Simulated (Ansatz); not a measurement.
This Ansatz (a quantum-chemistry and plane-wave program) input (MP2/aug-pcseg-3) gives -290.80713 Eh with 236 basis functions. A basis named .json is the Basis Set Exchange file of that set (core-valence sets with the plain set on hydrogen).

Ansatz 0.2 input:
```yaml
crystal:
  periodic: [false, false, false]
  atoms:
    - {symbol: Si, position_ang: [0.08512521, 0.08333339, 0.08368655]}
    - {symbol: H, position_ang: [-0.93940997, -0.90765273, 0.67751647]}
    - {symbol: H, position_ang: [-0.91388705, 0.68123940, -0.93063229]}
    - {symbol: H, position_ang: [0.66154409, -0.94025419, -0.91849584]}
basis:
  gaussian:
    orbitals: aug-pcseg-3
total_charge: -1
magnetization: {spin_polarized: false}
correlation: {method: mp2, electrons: outside_noble_gas}
```

Change:
```diff
- orbitals: aug-pcseg-3
+ orbitals: aug-cc-pV_Q+d_Z.json
```

**Question.** What does the run give now?

**Answer.** -290.81568 Eh (MP2/aug-cc-pV(Q+d)Z, 227 functions), a change of -8.55 mEh.
